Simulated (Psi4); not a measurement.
**CH3BO (B(CO)H3): BLYP-D3(BJ)/jun-cc-pVTZ (density fitting)**

What is the vertical electron affinity of CH3BO (B(CO)H3) at BLYP-D3(BJ)/jun-cc-pVTZ (density fitting)? 

Program for the calculation: Psi4 1.11.

2 further runs of the same task are left out: 1 that didn't finish, 1 set aside as unsound or not needed.

**1. The molecule**

CH3BO: 6 atoms, total charge 0, spin state singlet. As SMILES, `[H]B([H])([H])<-[C-]#[O+]`. The shape is that of a GFN2-xTB optimisation.

Bond lengths: B1–C2 1.474 Å, C2–O3 1.142 Å, B1–H4 1.187 Å, B1–H5 1.186 Å, B1–H6 1.187 Å. Angles: B1–C2–O3 178.9°, C2–B1–H4 105.5°, C2–B1–H5 107.4°, C2–B1–H6 105.7°, H4–B1–H5 112.6°, H4–B1–H6 112.5°, H5–B1–H6 112.6°.

**2. The charge distribution at BLYP-D3(BJ)/jun-cc-pVTZ (density fitting)**

ch3bo.xyz

```xyz
6
CH3BO
B     -0.013250     0.005270    -0.516110
C      0.011910     0.007900     0.957520
O      0.044170    -0.008430     2.099160
H      1.125420     0.004210    -0.852220
H     -0.589380     0.982500    -0.862300
H     -0.578870    -0.991440    -0.826050
```

ch3bo.py

```python
import psi4

psi4.set_memory(1600000000)
psi4.set_num_threads(1)
psi4.core.set_output_file('output.dat', False)

with open('ch3bo.xyz') as f:
    atoms = ''.join(f.readlines()[2:])
molecule = psi4.geometry('0 1\n' + atoms + 'symmetry c1')

psi4.set_options(dict(basis='jun-cc-pVTZ', scf_type='df'))

result, w = psi4.energy('blyp-d3(bj)', return_wfn=True)
psi4.oeprop(w, 'WIBERG_LOWDIN_INDICES', 'QUADRUPOLE', 'LOWDIN_CHARGES', title='BLYP-D3(BJ)')
print(f'total energy {result:.8f} hartree = {result * 27.211386:.5f} eV')
```

Run with:

```console
$ python ch3bo.py
```

output.dat:

```text
[...]
  Running in c1 symmetry.
[...]
  Nuclear repulsion =   57.076153612729442
[...]
  Multiplicity = 1
[...]
  Nalpha       = 11
  Nbeta        = 11
[...]
    Number of basis functions: 159
[...]
   @DF-RKS iter   1:  -139.66081452276870   -2.75841e-01   4.75335e-03 DIIS/ADIIS
[...]
   @DF-RKS iter   9:  -139.99013014539145   -4.56400e-08   3.72647e-07 DIIS
[...]
    Orbital Energies [Eh]
    ---------------------
    Doubly Occupied:
       1A    -18.899952     2A    -10.065026     3A     -6.484683
       4A     -1.083586     5A     -0.595761     6A     -0.498848
       7A     -0.450563     8A     -0.450490     9A     -0.360566
      10A     -0.304000    11A     -0.303564
[...]
  @DF-RKS Final Energy:  -139.99013014539145
   => Energetics <=
    Nuclear Repulsion Energy =             57.0761536127294420
    One-Electron Energy =                -301.3894272617010301
    Two-Electron Energy =                 123.4140602042795933
    DFT Exchange-Correlation Energy =     -19.0852595114655799
    Empirical Dispersion Energy =          -0.0056571892338773
    VV10 Nonlocal Energy =                  0.0000000000000000
    Total Energy =                       -139.9901301453914471
[...]
 Multipole Moments:
 ------------------------------------------------------------------------------------
     Multipole            Electronic (a.u.)      Nuclear  (a.u.)        Total (a.u.)
 ------------------------------------------------------------------------------------
 L = 1.  Multiply by 2.5417464519 to convert [e a0] to [Debye]
 Dipole X            :          0.0618454           -0.0565855            0.0052598
 Dipole Y            :          0.0133864           -0.0100865            0.0032999
 Dipole Z            :          3.9228667           -3.5122344            0.4106323
 Magnitude           :                                                    0.4106793
 L = 2.  Multiply by 1.3450342976 to convert [e a0^2] to [Debye ang]
 Quadrupole XX       :        -21.0506066            7.0059848          -14.0446218
 Quadrupole XY       :          0.0157759           -0.0113981            0.0043778
[...]
```

On the terminal:

```text
total energy -139.99013015 hartree = -3809.32547 eV
```

It took 9.6 s on 1 thread of Intel Xeon Platinum 8375C at 2.90GHz (Ice Lake), shared host; peak memory 0.85 GiB.

Atomic charges (e):

| atom | Löwdin |
| --- | --- |
| B1 | -0.355 |
| C2 | -0.289 |
| O3 | +0.318 |
| H4 | +0.110 |
| H5 | +0.107 |
| H6 | +0.110 |

**3. The doublet anion at the same level**

job.inp

```
memory 1600 MB

molecule mol {
  -1 2
  B     -0.013250     0.005270    -0.516110
  C      0.011910     0.007900     0.957520
  O      0.044170    -0.008430     2.099160
  H      1.125420     0.004210    -0.852220
  H     -0.589380     0.982500    -0.862300
  H     -0.578870    -0.991440    -0.826050
  symmetry c1
}

set {
  basis jun-cc-pVTZ
  reference uks
  scf_type df
}

e_tot, wfn = energy('blyp-d3(bj)', return_wfn=True)
oeprop(wfn, 'WIBERG_LOWDIN_INDICES', 'QUADRUPOLE', 'LOWDIN_CHARGES')
```

Run with:

```console
$ psi4 -i job.inp -o job.out -n 1
```

job.out:

```text
[...]
  Running in c1 symmetry.
[...]
  Nuclear repulsion =   57.076153612729442
[...]
  Multiplicity = 2
[...]
  Nalpha       = 12
  Nbeta        = 11
[...]
    Number of basis functions: 159
[...]
   @DF-UKS iter   1:  -139.41507705390910   -3.01031e-02   6.03030e-03 ADIIS/DIIS
[...]
   @DF-UKS iter  23:  -139.97104525388869   -2.47835e-07   8.31888e-07 DIIS
[...]
   @S^2 Observed:                7.509955044E-01
[...]
    Orbital Energies [Eh]
    ---------------------
    Alpha Occupied:
       1A    -18.704937     2A     -9.856300     3A     -6.318835
       4A     -0.893682     5A     -0.417393     6A     -0.318137
       7A     -0.268937     8A     -0.267266     9A     -0.193401
      10A     -0.140127    11A     -0.138428    12A      0.077237
    Alpha Virtual:
      13A      0.083751    14A      0.087560    15A      0.094492
      16A      0.102747    17A      0.105145    18A      0.151212
      19A      0.157732    20A      0.160499    21A      0.187411
      22A      0.208260    23A      0.208982    24A      0.244211
      25A      0.250623    26A      0.254656    27A      0.261087
[...]
  @DF-UKS Final Energy:  -139.97104525388869
   => Energetics <=
    Nuclear Repulsion Energy =             57.0761536127294420
    One-Electron Energy =                -305.3188146005099384
    Two-Electron Energy =                 127.5246741630878375
    DFT Exchange-Correlation Energy =     -19.2474012399621479
    Empirical Dispersion Energy =          -0.0056571892338773
    VV10 Nonlocal Energy =                  0.0000000000000000
    Total Energy =                       -139.9710452538886898
[...]
 Multipole Moments:
 ------------------------------------------------------------------------------------
     Multipole            Electronic (a.u.)      Nuclear  (a.u.)        Total (a.u.)
 ------------------------------------------------------------------------------------
 L = 1.  Multiply by 2.5417464519 to convert [e a0] to [Debye]
 Dipole X            :         -0.2993781           -0.0565855           -0.3559637
 Dipole Y            :          0.6721779           -0.0100865            0.6620915
 Dipole Z            :          4.9827001           -3.5122344            1.4704657
 Magnitude           :                                                    1.6514674
 L = 2.  Multiply by 1.3450342976 to convert [e a0^2] to [Debye ang]
 Quadrupole XX       :        -38.1011508            7.0059848          -31.0951659
 Quadrupole XY       :          2.6508347           -0.0113981            2.6394366
[...]
```

Run time: 32 s. Hardware: 1 thread of Intel Xeon Platinum 8375C at 2.90GHz (Ice Lake), shared host; peak memory 0.86 GiB.

Atomic charges (e):

| atom | Löwdin |
| --- | --- |
| B1 | -1.056 |
| C2 | -0.420 |
| O3 | +0.211 |
| H4 | +0.091 |
| H5 | +0.082 |
| H6 | +0.091 |

**4. Summary of results**

At BLYP-D3(BJ)/jun-cc-pVTZ (density fitting):

| quantity | value |
| --- | --- |
| singlet CH3BO: total energy | -139.99013 Eh |
| singlet CH3BO: dipole moment | 1.04 D |
| singlet CH3BO: HOMO energy | -8.26 eV |
| singlet CH3BO: LUMO energy | -2.44 eV |
| singlet CH3BO: HOMO–LUMO gap | 5.82 eV |
| singlet CH3BO: dispersion energy | -14.85 kJ/mol |
| doublet anion: total energy | -139.97105 Eh |
| doublet anion: HOMO energy (highest over α and β) | 2.10 eV |
| doublet anion: LUMO energy (lowest over α and β) | 2.28 eV |
| doublet anion: dispersion energy | -14.85 kJ/mol |
| doublet anion: ⟨S²⟩ | 0.751 |
| vertical electron affinity (to the doublet anion) | -0.519 eV |

The anion lies 0.52 eV (50.1 kJ/mol) above the neutral: the electron isn't bound at this level, and such a value depends on the basis. The HOMO (doublet anion) lies at positive energy, 2.10 eV, as semi-local functionals often give for anions; only total energies tell whether the electron is bound.
